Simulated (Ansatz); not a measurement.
# r2SCAN0/def2-TZVPPD run of AlH (SMILES [AlH])

Aim: the vertical ionisation energy of AlH at r2SCAN0/def2-TZVPPD, from 2 runs. 

The calculation is run with Ansatz 0.2.0.

33 further runs of the same task are left out: 33 set aside as unsound or not needed.

## 1. The molecule

The species is AlH (2 atoms), meant as a singlet with charge 0. SMILES: `[AlH]`. Geometry: relaxed at PBE0-D4/def2-TZVP.

Bond lengths: Al1–H2 1.665 Å.

## 2. A single-point energy at r2SCAN0/def2-TZVPPD

run.yaml reads:

```yaml
crystal:
  periodic: [false, false, false]
  atoms:
    - {symbol: Al, position_ang: [-0.000000, 0.000000, -0.025640]}
    - {symbol: H, position_ang: [0.000000, -0.000000, 1.639110]}
basis:
  gaussian: {orbitals: def2-TZVPPD.json}
hamiltonian: {xc: {name: r2SCAN0}}
output: {orbitals: {seedname: orbitals}}
accuracy: high
```

The basis set def2-TZVPPD is read from a file made from the Basis Set Exchange's data (not shown).

Launch:

```
ansatz run run.yaml --threads 1 --pin off --max-ram 3480MiB --events-out events.jsonl --progress --plain --runs-dir runs
```

Standard output:

```text
Warning: RAYON_NUM_THREADS=1 ignored (pool sized by the plan → 1); use --threads N
Functional definition: r2SCAN0
  name "r2SCAN0"
  parameter a = 0.25
  parameter k0 = 0.174
  parameter k1 = 0.065
  parameter a1 = 4.9479
  exchange = (1 - a)*r2scan_x(k0 = k0, k1 = k1, a1 = a1) + a*exact_x
  correlation = r2scan_c
816 factors; integrals over basis functions are off by at most 3.6e-9 eV
mean field evaluation 1: about -6610.3068 eV, gradient 9.0e0 eV
mean field evaluation 2: about -6610.6148 eV, gradient 3.9e0 eV
mean field evaluation 4: about -6610.6880 eV, gradient 4.8e-1 eV
mean field evaluation 8: about -6610.6881 eV, gradient 2.2e-3 eV
mean field evaluation 16: about -6610.6881 eV, gradient 9.1e-8 eV
mean field -6610.68813261 eV, -242.9383079880 hartree, gradient 7.9e-8 eV, S^2 0.000000; 0 other end points of the search recorded, 0 dependent functions left out
reference -6610.68813308 eV, -242.9383080053 hartree; 7, 7 occupied and 58, 58 virtual orbitals, 816 factors
Total energy: -6610.68813308 eV, -242.9383080053 hartree
```

Run time: 2.2 s. Hardware: 1 thread of Arm Neoverse V2, shared host; peak memory 0.13 GiB.

## 3. The doublet cation, same level

input.yaml reads:

```yaml
crystal:
  periodic: [false, false, false]
  atoms:
    - {symbol: Al, position_ang: [-0.000000, 0.000000, -0.025640]}
    - {symbol: H, position_ang: [0.000000, -0.000000, 1.639110]}
basis:
  gaussian: {orbitals: def2-TZVPPD.json}
output: {orbitals: {seedname: orbitals}}
hamiltonian: {xc: {name: r2SCAN0}}
accuracy: high
magnetization: {spin_polarized: true, initial_magnetization: 1}
total_charge: 1
```

The basis set def2-TZVPPD is read from a file made from the Basis Set Exchange's data (not shown).

Launch:

```
ansatz run input.yaml --threads 1 --pin off --max-ram 3480MiB --events-out events.jsonl --progress --plain --runs-dir runs
```

Standard output:

```text
Warning: RAYON_NUM_THREADS=1 ignored (pool sized by the plan → 1); use --threads N
[... 8 set-up lines as earlier in the session ...]
816 factors; integrals over basis functions are off by at most 3.6e-9 eV
mean field evaluation 1: about -6601.6990 eV, gradient 9.7e0 eV
mean field evaluation 2: about -6602.3894 eV, gradient 5.7e0 eV
mean field evaluation 4: about -6602.6662 eV, gradient 3.6e-1 eV
mean field evaluation 8: about -6602.6674 eV, gradient 6.6e-3 eV
mean field evaluation 16: about -6602.6674 eV, gradient 2.7e-7 eV
mean field -6602.66736851 eV, -242.6435503441 hartree, gradient 3.9e-9 eV, S^2 0.769160; 0 other end points of the search recorded, 0 dependent functions left out
reference -6602.66737087 eV, -242.6435504308 hartree; 7, 6 occupied and 58, 59 virtual orbitals, 816 factors
Total energy: -6602.66737087 eV, -242.6435504308 hartree
```

Run time: 3.9 s. Hardware: 1 thread of Arm Neoverse V2, shared host; peak memory 0.19 GiB.

## 4. Summary of results

Level: r2SCAN0/def2-TZVPPD.

| quantity | value |
| --- | --- |
| singlet AlH: total energy | -242.93831 Eh |
| singlet AlH: HOMO energy | -5.93 eV |
| singlet AlH: LUMO energy | -1.70 eV |
| singlet AlH: HOMO–LUMO gap | 4.23 eV |
| doublet cation: total energy | -242.64355 Eh |
| doublet cation: HOMO energy (highest over α and β) | -14.37 eV |
| doublet cation: LUMO energy (lowest over α and β) | -10.00 eV |
| doublet cation: ⟨S²⟩ | 0.769 |
| vertical ionisation energy (to the doublet cation) | 8.021 eV |

**Reading.** Removing an electron at fixed nuclei costs 8.02 eV (185 kcal/mol). The negative HOMO energy of the first species, 5.93 eV, lies 2.09 eV below that difference.
